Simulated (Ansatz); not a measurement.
Ansatz (an electronic-structure program) input (PBE0/def2-TZVPP):

Ansatz 0.2 input:
```yaml
crystal:
  periodic: [false, false, false]
  atoms:
    - {symbol: C, position_ang: [-0.00000000, 0.00000000, -0.00000000]}
    - {symbol: H, position_ang: [0.62054657, 0.62688914, 0.63896175]}
    - {symbol: H, position_ang: [-0.64285838, -0.62489528, 0.61852983]}
    - {symbol: H, position_ang: [0.63693263, -0.63278043, -0.61664082]}
    - {symbol: H, position_ang: [-0.61462083, 0.63078657, -0.64085076]}
basis:
  gaussian:
    orbitals: def2-TZVPP
    final_grid: {core_spheres: 18, valence_spheres: 15, degree: 47}
hamiltonian:
  xc: {name: PBE0}
magnetization: {spin_polarized: false}
```

Output:

```
Functional definition: PBE0
integrals: 0.01 GiB planned
416 factors; their error is unknown
mean field: 0.18 GiB planned
mean field evaluation 1: about -1096.8646 eV, gradient 4.5e1 eV
mean field evaluation 2: about -1096.2066 eV, gradient 4.5e1 eV
mean field evaluation 4: about -1101.3991 eV, gradient 4.6e-2 eV
mean field evaluation 8: about -1101.3921 eV, gradient 7.5e-4 eV
mean field -1101.39213404 eV, -40.4754143756 hartree, gradient 2.0e-5 eV, S^2 0.000000; 0 other end points of the search recorded, 0 dependent functions left out
reference -1101.39215420 eV, -40.4754151165 hartree; 5, 5 occupied and 82, 82 virtual orbitals, 416 factors
Total energy: -1101.39215420 eV, -40.4754151165 hartree
```
